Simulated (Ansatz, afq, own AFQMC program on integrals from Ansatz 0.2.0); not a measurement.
AlH2O, doublet in cc-pVDZ, levels against CCSDT(Q)

```csv
atom,x (Å),y (Å),z (Å)
Al,0.0000,-0.0790,0.6344
O,0.0000,0.0002,-1.0633
H,0.0000,1.3020,1.4673
H,0.0000,0.8101,-1.5729
```

Connectivity, by distances: AlH–OH.

Basis cc-pVDZ. Only valence electrons are correlated. Ansatz 0.2.0 and our own AFQMC program on the same integrals; the CISD trial comes from CCSD amplitudes, and released means the phaseless constraint is let go. Uncertainties: one standard error, sampling alone.

Determinant: UHF, the one that the program's search chose, which needn't be the lowest solution. The geometry is a PBE0/def2-TZVP stationary point of this or a neighbouring charge and spin state.

No full CI on the walks' own integrals is used here; CCSDT(Q) serves as the reference and is uncertain by about the last step of the cluster series.

* T1 diagnostic: 0.0179
* weight of the determinant in the CISD state: 0.909
* ⟨S²⟩ of the determinant: 0.756
* size of the correlated space: 11 electrons in 36 orbitals

| level | correlation energy (eV) |
| --- | --- |
| MP2 | -6.5189 |
| CCSD | -6.9373 |
| CCSD(T) | -7.0794 |

Question: Estimate where phaseless AFQMC with a CISD trial lies against CCSD(T) on the same integrals.

Answer: 2.7 ± 1.4 kJ/mol below CCSD(T). The gap is under twice the noise, so this walk alone can't tell the two apart.

Reference: CCSDT(Q), correlation energy -7.113 eV. The released energy is read at 2.40 1/Eh (meV from the phaseless value at times in 1/Eh: 4 ± 11 at 0.24, 6 ± 11 at 0.51, 6 ± 11 at 0.99, -23 ± 13 at 1.62, -9 ± 18 at 2.40).

| level | E − E(reference) (kJ/mol) | share of correlation (%) |
| --- | --- | --- |
| CCSD(T) | 3.2 | 99.53 |
| CCSDT | 1.9 | 99.73 |
| ph-AFQMC/HF | -7.9 ± 7.1 | 101.15 |
| ph-AFQMC/CISD | 0.5 ± 1.4 | 99.92 |
| released AFQMC | -0.3 ± 1.7 | 100.05 |

A walk keeps the symmetry of its determinant, which the program's search chose and which needn't be the lowest solution, so a lower state of the same spin and another symmetry isn't excluded. Released energies are given only where the last usable release times agree within the noise; a slower fall can still hide under it.
